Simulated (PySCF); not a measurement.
An unknown is described by computed data only.

Formula: CHP.

- UV, strongest line: among the 10 lowest singlet transitions: S8 at 7.63 eV (162 nm, f = 0.494) [TDDFT CAM-B3LYP/aug-cc-pVTZ]
- Polarisability: 35.9 au [CAM-B3LYP/aug-cc-pVTZ]
- UV, first state: lowest singlet excitation: 4.39 eV (283 nm, f = 0.000) [TDDFT CAM-B3LYP/aug-cc-pVTZ]
- 13C NMR: chemical shifts (computed TMS as zero) by class: 165.8 (1 C) ppm [GIAO B97-2/pcSseg-2]
- NMR, other nuclei: isotropic shieldings of nuclei other than C and H, by class: 336 (1 P) ppm [GIAO B97-2/pcSseg-2]
- Triplet: lowest triplet excitation (Tamm–Dancoff): 3.39 eV [TDA CAM-B3LYP/aug-cc-pVTZ]
- 1H NMR: chemical shifts (computed TMS as zero) by class: 2.04 (1 H) ppm [GIAO B97-2/pcSseg-2]
- Rotational structure: rotational constant B (linear): 20.279 GHz [PBE0-D3(BJ)/def2-TZVP]
- Dipole: 0.34 D [CAM-B3LYP/aug-cc-pVTZ]

Gas-phase values; electronic properties from PySCF, density fitting. Levels stand in brackets. Geometry: PBE0-D3(BJ)/def2-TZVP; no solvent, vibrations or thermal averaging. Each NMR value is the plain mean over a class of atoms that symmetry, rotation or inversion makes alike.

**Question.** Give a SMILES that accounts for the data.

**Answer.** The one carbon: triply bonded carbon (165.8 ppm). The one hydrogen (2.04 ppm): hydrogen on carbon. The other shieldings belong to: 336 ppm, phosphorus bonded to C. The optimised geometry has point group C∞v and is a linear rotor. Structure: `C#P` (phosphaethyne).
